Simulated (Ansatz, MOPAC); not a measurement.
System: H4BPO2 (charge 0, singlet). SMILES: OB(O)P
Geometry from a B3LYP-D3(BJ)/def2-TZVP (Ansatz, a quantum-chemistry and plane-wave program) optimisation:
```xyz
8

O     -0.9983     1.3381     0.3178
B     -0.4900     0.0832     0.1146
O     -1.3400    -0.9763     0.1824
P      1.3505    -0.2649    -0.4092
H     -0.3561     2.0512     0.2737
H     -2.2486    -0.7129     0.3768
H      1.9496     0.6882     0.4541
H      1.5537    -1.3628     0.4590
```

PM7 beside other levels, property by property. Set-up: six Cartesian d functions in 6-31G* and its kin unless marked 5d; valence correlation only; no dispersion term unless named; PM7 with its own dispersion and hydrogen-bond terms; non-relativistic; spin-orbit terms left out; each state is the SCF solution reached for its charge and spin; 6-311+G** with 5d, 6d on Na to Ar in Ansatz; UHF or UKS for open shells. Basis-set limits of correlation are two-point, X^-3; Hartree-Fock from the larger set. [CCSD(T)-MP2]/basis is that difference in the basis named. Ab initio and DFT rows: single points at B3LYP-D3(BJ) geometries (Ansatz), with unscaled harmonic terms from B3LYP/6-31G* (Ansatz) at its own minima, enthalpies of formation by atomisation with measured atoms. Semi-empirical rows: MOPAC heats of formation at their own minima for 298 K, the proton's as measured; differences of heats of formation at the shared geometry for vertical values. Anions need diffuse functions, which STO-3G, LANL2DZ, def2-SVP, cc-pVDZ and Pople sets without + lack.

Coupled cluster (Ansatz) is a level with limits of its own, used here on species with T1 under 0.025 (0.045 for open shells) and stable references: (a) RI-MP2/CBS(aug-cc-pV(T+d)Z,aug-cc-pV(Q+d)Z)+[CCSD(T)-MP2]/aug-cc-pV(T+d)Z; (b) CCSD(T)/CBS(aug-cc-pV(T+d)Z,aug-cc-pV(Q+d)Z).

| property | PM7 (MOPAC) | PBE/6-31G* (Ansatz) | B3LYP/STO-3G (Ansatz) | B3LYP/6-311+G** (Ansatz) | to compare with |
|---|---|---|---|---|---|
| deprotonation enthalpy (H-P bond) at 298 K, to OB(O)[PH-] + H+ (kcal/mol) | 297.2 | 361.7 | 480.4 | 354.0 | 353.8 coupled cluster (b) |
| vertical ionisation energy to the doublet (eV) | 10.70 | 9.36 | 6.94 | 9.77 | 9.92 coupled cluster (a) |
| deprotonation enthalpy (H-O bond) at 298 K, to [O-]B(O)P + H+ (kcal/mol) | 311.0 | 352.7 | 450.6 | 345.6 | 348.3 coupled cluster (b) |
| H-P bond dissociation enthalpy at 298 K, to OB(O)[PH] + H atom (kcal/mol) | 99.5 | 80.5 | 110.3 | 82.2 | 84.4 coupled cluster (b) |
| B-P bond dissociation enthalpy at 298 K, to O[B]O + [PH2] (PH2) (kcal/mol) | 74.7 | 86.2 | 111.2 | 80.9 | 88.2 coupled cluster (a) |
| enthalpy of formation at 298 K (kcal/mol) | -143.0 | -152.7 | -242.7 | -138.7 | -150.6 coupled cluster (b) |

As the rows show:
- deprotonation enthalpy (H-P bond) at 298 K, to OB(O)[PH-] + H+: PM7 lies 56.6 kcal/mol below coupled cluster.
- vertical ionisation energy to the doublet: PM7 lies 0.78 eV above coupled cluster.
- deprotonation enthalpy (H-O bond) at 298 K, to [O-]B(O)P + H+: PM7 lies 37.3 kcal/mol below coupled cluster.
- H-P bond dissociation enthalpy at 298 K, to OB(O)[PH] + H atom: PM7 lies 15.1 kcal/mol above coupled cluster.
- B-P bond dissociation enthalpy at 298 K, to O[B]O + [PH2] (PH2): PM7 lies 13.5 kcal/mol below coupled cluster.
- enthalpy of formation at 298 K: PM7 lies 7.6 kcal/mol above coupled cluster.

The properties are those with a value to compare with, at most eight drawn at random. No case is left out for the size of its miss. Left out are saddle points of the reference geometry, anions that the best level run finds unbound, excited spin states, species near biochemistry, 298 K rows of species without real B3LYP wavenumbers, cases with under five habitual levels, runs that failed or that the program found above a lower state of the same kind, table entries that another table contradicts, and a share of species set aside by lot.
